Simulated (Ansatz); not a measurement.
Counterpoise correction, worked out

The pair of HF (SMILES F, atoms 1–2) and HF (SMILES F, atoms 3–4), both closed shells, in one local arrangement (a lower one may exist), relaxed at PBE0-D4/def2-TZVP:

```json
{"atom": "F1", "x (Å)": "0.0933", "y (Å)": "-0.3542", "z (Å)": "-1.0028"}
{"atom": "H2", "x (Å)": "-0.0484", "y (Å)": "0.4439", "z (Å)": "-1.4451"}
{"atom": "F3", "x (Å)": "-0.0629", "y (Å)": "0.1087", "z (Å)": "1.6598"}
{"atom": "H4", "x (Å)": "0.0181", "y (Å)": "-0.1984", "z (Å)": "0.7882"}
```

Program: Ansatz 0.2.0. Basis: def2-TZVPPD. Cores are frozen in the correlated methods.

CCSD(T) total energies in eV:

| system | geometry | basis functions | energy |
| --- | --- | --- | --- |
| pair | pair | all | -5461.42388 |
| HF | as in the pair | all (partner as ghosts) | -2730.62650 |
| HF | as in the pair | all (partner as ghosts) | -2730.61855 |
| HF | as in the pair | its own | -2730.61291 |
| HF | as in the pair | its own | -2730.61131 |
| HF | free (PBE0-D4 minimum) | its own | -2730.61345 |
| HF | free (PBE0-D4 minimum) | its own | -2730.61345 |

Problem. Work out the interaction energy with and without the counterpoise correction, the superposition error, and the binding energy from the relaxed fragments.

Solution. Without correction: -5461.42388 − (-2730.61291) − (-2730.61131) = -0.19966 eV.
With correction (each fragment in the whole basis): -5461.42388 − (-2730.62650) − (-2730.61855) = -0.17883 eV = -4.12 kcal/mol.
The superposition error is the difference, 0.02083 eV, 10 % of the uncorrected value: each fragment borrows its partner's functions.
Deformation from the free shapes: 0.00054 eV for HF and 0.00214 eV for HF.
Binding energy from relaxed fragments: -0.17883 + 0.00054 + 0.00214 = -0.17615 eV = -4.06 kcal/mol (electronic, without zero-point energy; negative means bound). For comparison, the corrected interaction energy by CCSD(T) at an estimated basis limit (MP2 extrapolated from triple and quadruple zeta, plus CCSD(T) − MP2 in triple zeta) is -0.196 eV; triple zeta with the correction binds less.

T1 diagnostic: at most 0.011.

For scale, one of the runs: CCSD(T)/def2-TZVPPD, 114 basis functions, launched by `ansatz run in.yaml --threads 2 --pin off --events-out ev --progress --plain --max-ram 5222MiB`. The run took about 2.2 s on 2 CPU threads of an Intel Xeon 6975P-C (shared host).
